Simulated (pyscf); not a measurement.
## Four-centre exchange: H₃Si–GeH₃ (SMILES [SiH3][GeH3]) + HF (SMILES F) → SiH₄ (SMILES [SiH4]) + F–GeH₃ (SMILES [F][GeH3])

Gas phase, singlet surface, charge 0. Bonds broken: Si1–Ge2, F9–H10. Bonds formed: Si1–H10, Ge2–F9. PySCF, gas phase, ωB97X-D3(BJ)/def2-SVP geometries. MP2 and CC: frozen core, UHF for open shells. ΔMP2 is the change of the MP2 total energy from the triple- to the quadruple-zeta basis.

Transition state (Å):

```xyz
10

Si    -0.0864     0.1989    -0.8448
Ge    -0.6665    -1.2314     1.3992
H      0.9759     1.0795    -0.2816
H     -0.8067     0.9342    -1.9309
H      0.5354    -1.0245    -1.4289
H      0.8760    -1.1430     1.2531
H     -1.1460    -2.5788     0.8679
H     -0.9593    -0.9454     2.8741
F     -2.3972    -0.2105     0.9898
H     -1.5344     0.0145     0.1943
```

One imaginary mode, 1257i cm⁻¹; descent along it reached the two sides named.

```
bond     change  reactant side (Å)  saddle  product side
-------  ------  -----------------  ------  ------------
Si1–Ge2  breaks              2.367     2.7           3.9
F9–H10   breaks              0.922   1.195           2.7
Si1–H10   forms                3.0   1.792         1.489
Ge2–F9    forms                3.2   2.051         1.747
```

Electronic energies relative to the separated reactants (kcal/mol):

```
level                             barrier  reaction energy  reverse barrier
--------------------------------  -------  ---------------  ---------------
ωB97X-D3(BJ)/def2-TZVP               44.9             -7.7             52.6
PBE/def2-TZVP                        36.3             -8.1             44.4
r²SCAN/def2-TZVP                     39.3            -10.3             49.6
B3LYP-D3(BJ)/def2-TZVP               42.5            -10.9             53.4
PBE0-D3(BJ)/def2-TZVP                41.7             -7.1             48.7
M06-2X/def2-TZVP                     42.2            -15.1             57.3
ωB97M-D3(BJ)/def2-TZVP               43.9            -11.1             55.0
HF/def2-TZVP                         63.2            -17.5             80.7
MP2/def2-QZVPP                       47.5             -8.3             55.8
CCSD/def2-TZVPP                      51.1             -9.3             60.4
CCSD(T)/def2-TZVPP                   47.7             -8.7             56.5
CCSD(T)/def2-TZVPP + ΔMP2(QZVPP)     48.1             -8.0             56.1
```

With CCSD(T)/def2-TZVPP + ΔMP2(QZVPP) energies and thermal terms (ideal gas, 1 atm, RRHO with modes under 100 cm⁻¹ raised to 100, one conformer, R ln 2 for chiral ones without a mode under 150 cm⁻¹), in kcal/mol:

```json
[
 {"T (K)": "298", "ΔH‡": "45.9", "ΔG‡": "55.3", "ΔH": "-8.9", "ΔG": "-8.3"},
 {"T (K)": "600", "ΔH‡": "45.8", "ΔG‡": "64.9", "ΔH": "-9.9", "ΔG": "-7.2"},
 {"T (K)": "900", "ΔH‡": "46.1", "ΔG‡": "74.4", "ΔH": "-10.4", "ΔG": "-5.7"},
 {"T (K)": "1200", "ΔH‡": "46.7", "ΔG‡": "83.8", "ΔH": "-10.7", "ΔG": "-4.1"}
]
```

The same reactants have a lower exit, to F–SiH₃ + GeH₄ (barrier +35.2 kcal/mol at ωB97M-D3(BJ)/def2-TZVP, against +43.9 kcal/mol here). One saddle was located; it need not be the lowest between these sides. The CCSD(T) − MP2 part came from Ansatz, without density fitting, on the same reference. The frozen core leaves the outer d or s,p core shells of the metals and heavy elements correlated in the MP2 and CC values, and def2-TZVPP describes them poorly, which can shift differences by a few kcal/mol. Elements up to Kr have no core potential and no relativistic terms here.
